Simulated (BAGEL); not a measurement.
# A workflow on singlet CH4N+

Wanted: a single-point energy (singlet CH4N+, HF/6-31G*), then energy and forces (doublet CH4N, CASSCF(3,3)/6-31G*) of CH4N. 

Program for the calculation: BAGEL 1.2.2.

4 further runs of the same task are left out: 4 set aside as unsound or not needed.

**1. The structure to begin with**

CH4N+ has 6 atoms, charge +1, and is taken as a singlet. SMILES of the parent species: `[CH2]N`. Geometry: relaxed at PBE0-D4/def2-TZVP. This is one conformer, not always the lowest. That shape belongs to the parent species and isn't relaxed for this state.

Bond lengths: C1–N2 1.386 Å, C1–H3 1.082 Å, C1–H4 1.082 Å, N2–H5 1.008 Å, N2–H6 1.008 Å. Angles: C1–N2–H5 115.5°, C1–N2–H6 115.5°, N2–C1–H3 116.9°, N2–C1–H4 116.8°, H5–N2–H6 111.4°, H3–C1–H4 118.6°.

**2. A single-point energy at HF/6-31G(d) (density fitting with svp-jkfit, spherical functions) (run 1)**

calc.json

```json
{ "bagel": [

{
  "title": "molecule",
  "basis": "6-31gs.json",
  "df_basis": "svp-jkfit",
  "angstrom": true,
  "geometry": [
    { "atom": "C", "xyz": [   -0.319900,   -0.571400,   -0.195400 ] },
    { "atom": "N", "xyz": [    0.368400,    0.544400,    0.254100 ] },
    { "atom": "H", "xyz": [   -1.285500,   -0.763000,    0.252600 ] },
    { "atom": "H", "xyz": [    0.275200,   -1.412900,   -0.523600 ] },
    { "atom": "H", "xyz": [    1.200400,    0.778600,   -0.264400 ] },
    { "atom": "H", "xyz": [   -0.196500,    1.360300,    0.430400 ] }
  ]
},
{
  "title": "hf",
  "charge": 1
},
{
  "title": "print",
  "file": "orbitals.molden",
  "orbitals": true
}

]}
```

The basis set 6-31G* is read from a file made from the Basis Set Exchange's data (not shown).

Command:

```bash
$ BAGEL_NUM_THREADS=1 BAGEL calc.json > calc.out
```

What it wrote:

```text
* using 1 threads per process

  ===============================================================
  ===============================================================

  *** Geometry ***

  { "atom" : "C", "xyz" : [     -0.604523,     -1.079790,     -0.369252 ] },
  { "atom" : "N", "xyz" : [      0.696175,      1.028767,      0.480179 ] },
  { "atom" : "H", "xyz" : [     -2.429243,     -1.441861,      0.477345 ] },
  { "atom" : "H", "xyz" : [      0.520053,     -2.669994,     -0.989461 ] },
  { "atom" : "H", "xyz" : [      2.268427,      1.471341,     -0.499644 ] },
  { "atom" : "H", "xyz" : [     -0.371331,      2.570594,      0.813338 ] },

  Number of auxiliary basis functions:      224

  Since a DF basis is specified, we compute 2- and 3-index integrals:
    o Being stored without compression. Storage requirement is 0.002 GB

  Number of basis functions:       36
  Number of electrons      :       17

    * METHOD: MOLECULE                             0.03

  *** RHF ***

  === Nuclear Repulsion ===
    37.2941177512

      * DIIS with orbital gradients will be used.

  === RHF iteration (6-31gs.json) ===
      0        -94.26723614          0.02811772           0.00
      1        -94.32115875          0.01698795           0.00
      2        -94.34441862          0.00330603           0.00
      3        -94.34554674          0.00031790           0.00
      4        -94.34557014          0.00013339           0.00
      5        -94.34557573          0.00004108           0.00
      6        -94.34557627          0.00000717           0.00
      7        -94.34557628          0.00000137           0.00
      8        -94.34557628          0.00000038           0.00
      9        -94.34557628          0.00000016           0.00
     10        -94.34557628          0.00000007           0.00
     11        -94.34557628          0.00000002           0.00
     12        -94.34557628          0.00000001           0.00
    * SCF iteration converged.

    * Permanent dipole moment:
           (    0.229794,     0.062678,     0.409526) a.u.

    * METHOD: HF                                   0.06

    * METHOD: PRINT                                0.00

  ===============================================================
```

Wall time 0.3 s (1 thread of Intel Xeon Platinum 8488C (Sapphire Rapids), shared host); peak memory 0.08 GiB.

**3. Doublet neutral CH4N: energy and gradient at CASSCF(3,3)/6-31G(d) (density fitting with svp-jkfit, spherical functions, 3 states averaged) (run 2)**

input.json

```json
{ "bagel" : [

{
  "title" : "molecule",
  "basis" : "6-31gs.json",
  "df_basis" : "svp-jkfit",
  "angstrom" : true,
  "geometry" : [
    { "atom" : "C", "xyz" : [   -0.319900,   -0.571400,   -0.195400 ] },
    { "atom" : "N", "xyz" : [    0.368400,    0.544400,    0.254100 ] },
    { "atom" : "H", "xyz" : [   -1.285500,   -0.763000,    0.252600 ] },
    { "atom" : "H", "xyz" : [    0.275200,   -1.412900,   -0.523600 ] },
    { "atom" : "H", "xyz" : [    1.200400,    0.778600,   -0.264400 ] },
    { "atom" : "H", "xyz" : [   -0.196500,    1.360300,    0.430400 ] }
  ]
},
{ "title" : "hf", "charge" : 1 },
{
  "title" : "force",
  "target" : 0,
  "method" : [
    {
      "title" : "casscf",
      "nstate" : 3,
      "nact" : 3,
      "nclosed" : 7,
      "nspin" : 1,
      "active" : [4, 9, 12],
      "maxiter" : 200,
      "natocc" : true
    }
  ]
}

]}
```

The basis set 6-31G* is read from a file made from the Basis Set Exchange's data (not shown).

Command:

```bash
$ BAGEL_NUM_THREADS=1 BAGEL input.json > input.out
```

What it wrote:

```text
* using 1 threads per process

  ===============================================================
  ===============================================================

  *** Geometry ***

  { "atom" : "C", "xyz" : [     -0.604523,     -1.079790,     -0.369252 ] },
  { "atom" : "N", "xyz" : [      0.696175,      1.028767,      0.480179 ] },
  { "atom" : "H", "xyz" : [     -2.429243,     -1.441861,      0.477345 ] },
  { "atom" : "H", "xyz" : [      0.520053,     -2.669994,     -0.989461 ] },
  { "atom" : "H", "xyz" : [      2.268427,      1.471341,     -0.499644 ] },
  { "atom" : "H", "xyz" : [     -0.371331,      2.570594,      0.813338 ] },

  Number of auxiliary basis functions:      224

  Since a DF basis is specified, we compute 2- and 3-index integrals:
    o Being stored without compression. Storage requirement is 0.002 GB

[... 18 lines left out ...]
    * SCF iteration converged.
[... 1 line left out ...]
    * Permanent dipole moment:
[... 29 lines left out ...]
    * Second-order optimization converged. *
[... 13 lines left out ...]
     * ci vector, state   0, <S^2> = 0.7500
[... 4 lines left out ...]
     * ci vector, state   1, <S^2> = 0.7500
[... 5 lines left out ...]
     * ci vector, state   2, <S^2> = 0.7500
[... 5 lines left out ...]
    * Permanent dipole moment: Unrelaxed
[... 4 lines left out ...]
         0      0.0012637909     0.0137485344      0.01
         1      0.0008438744     0.0137989622      0.01
         2      0.0008587885     0.0080647425      0.01
[... 23 lines of this table left out ...]
        26      0.0000000009     0.0000000058      0.01
    * Permanent dipole moment: Relaxed
           (   -0.078820,    -0.395728,     0.172823) a.u.

  * Nuclear energy gradient

    o Atom   0
        x          0.0008938730
        y          0.0002397380
        z          0.0017750009
    o Atom   1
        x         -0.0003498635
        y         -0.0042508971
        z          0.0028381698
    o Atom   2
        x         -0.0069011732
        y         -0.0003920825
        z          0.0015306725
    o Atom   3
        x          0.0036999981
        y         -0.0048261731
        z         -0.0037342819
    o Atom   4
        x          0.0074133255
        y          0.0020898405
        z         -0.0042287474
    o Atom   5
        x         -0.0047561599
        y          0.0071395742
        z          0.0018191861
  * Gradient computed with                              0.41

    * METHOD: FORCE                                0.80

  ===============================================================
```

Wall time 1.1 s (1 thread of Intel Xeon Platinum 8488C (Sapphire Rapids), shared host); peak memory 0.14 GiB.

The roots found:

| excited state | energy (eV) |
| --- | --- |
| 1 | 4.781 |
| 2 | 7.502 |

**4. Summary of results**

| quantity | value |
| --- | --- |
| run 1, HF/6-31G*: total energy | -94.34558 Eh |
| run 1, HF/6-31G*: HOMO energy | -20.69 eV |
| run 1, HF/6-31G*: LUMO energy | -5.20 eV |
| run 1, HF/6-31G*: HOMO–LUMO gap | 15.49 eV |
| doublet neutral CH4N: energy of the lowest of 3 roots | -94.56771 Eh |
| doublet neutral CH4N: dipole moment (lowest root) | 1.12 D |
| doublet neutral CH4N: largest force on an atom | 0.452 eV/Å |
| doublet neutral CH4N: lowest excitation energy within this active space | 4.78 eV |

In words: The orbitals (doublet neutral CH4N) are averaged over several states, so each root lies above its own optimum (it can stand above Hartree-Fock), and forces and dipoles share that bias. The largest force (doublet neutral CH4N) is 0.45 eV/Å: the shape isn't a stationary point for this species at this level.
